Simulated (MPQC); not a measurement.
# [HO2]− (hydroperoxide(1-)): levels of theory compared

Aim: a comparison of 6 runs (HF/STO-3G, HF/3-21G, B3LYP/cc-pVDZ, PBE0/def2-SVP, MP2/cc-pVDZ, MP2/aug-cc-pVDZ) of [HO2]− (hydroperoxide(1-)). 

The results are computed with MPQC 2.3.1.

1 further run of the same task is left out (set aside as unsound or not needed).

### Step 1. The structure to begin with

The species is [HO2]− (3 atoms), meant as a singlet with charge -1. SMILES: `[O-]O`. The coordinates come from a GFN2-xTB relaxation.

Bond lengths: O1–O2 1.458 Å, O2–H3 0.963 Å. Angles: O1–O2–H3 100.3°.

### Step 2. Energy and gradient at HF/STO-3G (run 1)

File mol.in:

```
% emacs should use -*- KeyVal -*- mode
molecule<Molecule>: (
    symmetry = c1
    unit = angstrom
    { atoms geometry } = {
        O  [ -0.355040     1.013280    -0.080710 ]
        O  [ -0.244450    -0.436620    -0.180910 ]
        H  [ 0.599490    -0.576670     0.261620 ]
    }
)
basis<GaussianBasisSet>: (
    name = "STO-3G"
    molecule = $:molecule
    basisdir = "."
    puream = yes
)
mpqc: (
    checkpoint = no
    savestate = no
    restart = no
    do_energy = yes
    do_gradient = yes
    optimize = no
    mole<CLHF>: (
        molecule = $:molecule
        basis = $:basis
        total_charge = -1
        memory = 1000000000
        print_evals = yes
        print_npa = yes
        maxiter = 120
        value_accuracy = 1e-08
        guess_wavefunction<CLHF>: (
            molecule = $:molecule
            total_charge = -1
            memory = 1000000000
            value_accuracy = 1e-3
            basis<GaussianBasisSet>: (
                name = "STO-3G"
                molecule = $:molecule
            )
        )
    )
)
```

The basis set STO-3G is read from a file made from the Basis Set Exchange's data (not shown).

Started as:

```
$ mpqc -o mol.out mol.in
```

The program printed:

```text
MPQC: Massively Parallel Quantum Chemistry
[...]
  LUMO is    10   A =   1.005686
  total scf energy = -147.9323747804
[...]
Value of the MolecularEnergy: -147.9323747804
  Gradient of the MolecularEnergy:
      1    0.0065941301
      2   -0.0001883116
      3    0.0035578224
      4    0.0479493117
      5   -0.0201671742
      6    0.0237935514
      7   -0.0545434418
      8    0.0203554857
      9   -0.0273513737
  Function Parameters:
    value_accuracy    = 4.927219e-09 (1.000000e-08) (computed)
[...]
      symmetry = c1
[...]
```

Run time: 0.1 s. Hardware: 1 thread of Arm Neoverse V2, shared host.

### Step 3. Energy and gradient at HF/3-21G (run 2)

File input.in:

```
% emacs should use -*- KeyVal -*- mode
molecule<Molecule>: (
  symmetry = c1
  unit = angstrom
  { atoms geometry } = {
    O  [ -0.355040       1.013280      -0.080710 ]
    O  [ -0.244450      -0.436620      -0.180910 ]
    H  [ 0.599490      -0.576670       0.261620 ]
  }
)
basis<GaussianBasisSet>: (
  name = "3-21G"
  molecule = $:molecule
  basisdir = "."
  puream = yes
)
mpqc: (
  checkpoint = no
  savestate = no
  restart = no
  do_energy = yes
  do_gradient = yes
  optimize = no
  mole<CLHF>: (
    molecule = $:molecule
    basis = $:basis
    total_charge = -1
    memory = 1000000000
    print_evals = yes
    print_npa = yes
    maxiter = 120
    value_accuracy = 1e-08
    guess_wavefunction<CLHF>: (
      molecule = $:molecule
      total_charge = -1
      memory = 1000000000
      value_accuracy = 1e-3
      basis<GaussianBasisSet>: (
        name = "STO-3G"
        molecule = $:molecule
      )
    )
  )
)
```

The basis set 3-21G is read from a file made from the Basis Set Exchange's data (not shown).

Started as:

```
$ mpqc input.in > input.out
```

The program printed:

```text
MPQC: Massively Parallel Quantum Chemistry
[...]
  LUMO is    10   A =   0.556043
  total scf energy = -149.2898299885
[...]
Value of the MolecularEnergy: -149.2898299885
  Gradient of the MolecularEnergy:
      1    0.0073670458
      2   -0.0587660844
      3   -0.0024956894
      4    0.0018959047
      5    0.0522729354
      6    0.0068051809
      7   -0.0092629505
      8    0.0064931490
      9   -0.0043094915
  Function Parameters:
    value_accuracy    = 4.550216e-09 (1.000000e-08) (computed)
[...]
      symmetry = c1
[...]
```

Run time: 0.12 s. Hardware: 1 thread of Arm Neoverse V2, shared host.

### Step 4. Energy and forces at B3LYP/cc-pVDZ (run 3)

File input.in:

```
molecule<Molecule>: (
   symmetry = c1
   unit = angstrom
   { atoms geometry } = {
      O  [ -0.355040     1.013280    -0.080710 ]
      O  [ -0.244450    -0.436620    -0.180910 ]
      H  [ 0.599490    -0.576670     0.261620 ]
   }
)
basis<GaussianBasisSet>: (
   name = "cc-pVDZ"
   molecule = $:molecule
   basisdir = "."
   puream = yes
)
mpqc: (
   checkpoint = no
   savestate = no
   restart = no
   do_energy = yes
   do_gradient = yes
   optimize = no
   mole<CLKS>: (
      molecule = $:molecule
      basis = $:basis
      total_charge = -1
      memory = 1000000000
      print_evals = yes
      print_npa = yes
      maxiter = 120
      value_accuracy = 1e-08
      functional<StdDenFunctional>: ( name = "B3LYP" )
      integrator<RadialAngularIntegrator>: ( grid = xfine )
      guess_wavefunction<CLHF>: (
         molecule = $:molecule
         total_charge = -1
         memory = 1000000000
         value_accuracy = 1e-3
         basis<GaussianBasisSet>: (
            name = "STO-3G"
            molecule = $:molecule
         )
      )
   )
)
```

The basis set cc-pVDZ is read from a file made from the Basis Set Exchange's data (not shown).

Started as:

```
$ mpqc -o input.out input.in
```

The program printed:

```text
MPQC: Massively Parallel Quantum Chemistry
[...]
  Integrated electron density error = -0.000310162589
  iter     1 energy = -150.4646320409 delta = 2.88049e-01
  Integrated electron density error = -0.000276073060
  iter     2 energy = -150.5975687336 delta = 1.44622e-01
[...]
  Integrated electron density error = 0.000000023066
  iter    11 energy = -150.8965837249 delta = 4.86746e-07
  Integrated electron density error = 0.000000023066
  iter    12 energy = -150.8965837249 delta = 1.29185e-07
  Integrated electron density error = 0.000000023066
  iter    13 energy = -150.8965837249 delta = 1.79054e-08
[...]
  LUMO is    10   A =   0.306395
  total scf energy = -150.8965837249
[...]
  Integrated electron density error = 0.000000022916
  Total Gradient:
[...]
Value of the MolecularEnergy: -150.8965837249
  Gradient of the MolecularEnergy:
      1    0.0025654819
      2   -0.0306172139
      3   -0.0019914021
      4    0.0037302879
      5    0.0291773408
      6    0.0052478410
      7   -0.0062957698
      8    0.0014398731
      9   -0.0032564388
  Closed Shell Kohn-Sham (CLKS) Parameters:
    Function Parameters:
[...]
        symmetry = c1
[...]
```

Wall time 3.9 s (1 thread of Arm Neoverse V2, shared host).

Runs 4 to 5 aren't shown in full; the table further down has their settings and results.

### Step 5. Energy and gradient at MP2/aug-cc-pVDZ (run 6)

File job.in:

```
% emacs should use -*- KeyVal -*- mode
molecule<Molecule>: (
    symmetry = c1
    unit = angstrom
    { atoms geometry } = {
        O  [ -0.355040     1.013280    -0.080710 ]
        O  [ -0.244450    -0.436620    -0.180910 ]
        H  [ 0.599490    -0.576670     0.261620 ]
    }
)
basis<GaussianBasisSet>: (
    name = "aug-cc-pVDZ"
    molecule = $:molecule
    basisdir = "."
    puream = yes
)
mpqc: (
    checkpoint = no
    savestate = no
    restart = no
    do_energy = yes
    do_gradient = yes
    optimize = no
    mole<MBPT2>: (
        molecule = $:molecule
        basis = $:basis
        memory = 1000000000
        method = mp
        nfzc = 2
        reference<CLHF>: (
            molecule = $:molecule
            basis = $:basis
            total_charge = -1
            memory = 1000000000
            print_evals = yes
            maxiter = 120
            value_accuracy = 1e-08
            guess_wavefunction<CLHF>: (
                molecule = $:molecule
                total_charge = -1
                memory = 1000000000
                value_accuracy = 1e-3
                basis<GaussianBasisSet>: (
                    name = "STO-3G"
                    molecule = $:molecule
                )
            )
        )
    )
)
```

The basis set aug-cc-pVDZ is read from a file made from the Basis Set Exchange's data (not shown).

Started as:

```
$ mpqc job.in > job.out
```

The program printed:

```text
MPQC: Massively Parallel Quantum Chemistry
[...]
  LUMO is    10   A =   0.187305
  total scf energy = -150.1847040026
[...]
  MP2 correlation energy [au]:         -0.425568630618
  MP2 energy [au]:                   -150.610272633214
[...]
Value of the MolecularEnergy: -150.6102726332
  Gradient of the MolecularEnergy:
      1    0.0016361954
      2   -0.0258532349
      3   -0.0019688769
      4    0.0026172439
      5    0.0257242012
      6    0.0042629579
      7   -0.0042534393
      8    0.0001290337
      9   -0.0022940810
[...]
        symmetry = c1
[...]
```

Run time: 5.1 s. Hardware: 1 thread of Arm Neoverse V2, shared host; peak memory 0.24 GiB.

### Step 6. Overview of the runs

```
run            level  integration grid  starting guess  energy (Eh)  HOMO energy (eV)  LUMO energy (eV)  HOMO–LUMO gap (eV)  wall time
  1        HF/STO-3G                 –          STO-3G  -147.932375              5.19             27.37               22.18      0.1 s
  2         HF/3-21G                 –          STO-3G  -149.289830             -0.43             15.13               15.56     0.12 s
  3    B3LYP/cc-pVDZ             xfine          STO-3G  -150.896584              4.21              8.34                4.13      3.9 s
  4    PBE0/def2-SVP             xfine   huckel STO-3G  -150.611077              3.66              8.57                4.91      4.2 s
  5      MP2/cc-pVDZ                 –   huckel STO-3G  -150.511708             -1.49             11.98               13.46        1 s
  6  MP2/aug-cc-pVDZ                 –          STO-3G  -150.610273             -2.82              5.10                7.92      5.1 s
```

### Step 7. Outcome

| quantity | value |
| --- | --- |
| run 6: total energy | -150.61027 Eh |
| run 6: HOMO energy (Hartree–Fock orbitals) | -2.82 eV |
| run 6: LUMO energy (Hartree–Fock orbitals) | 5.10 eV |
| run 6: HOMO–LUMO gap (to an unbound level, set by the basis) | 7.92 eV |
| run 6: correlation energy (2 core orbitals frozen) | -425.6 mEh |
| run 6: largest force on an atom | 1.348 eV/Å |

Over runs 1, 2, 3, 4 the HOMO–LUMO gap runs from 4.13 eV (B3LYP/cc-pVDZ) to 22.18 eV (HF/STO-3G). The two ends differ in method and basis. The empty levels of an anion lie above zero and hang on the basis. Totals of different functionals can't be ranked against each other. In runs 1, 3, 4 the HOMO lies above zero, so the outermost electron may be held by the basis alone. In run 1 the basis is minimal, so the values are rough. All runs together took 14 s, the longest 5.1 s.
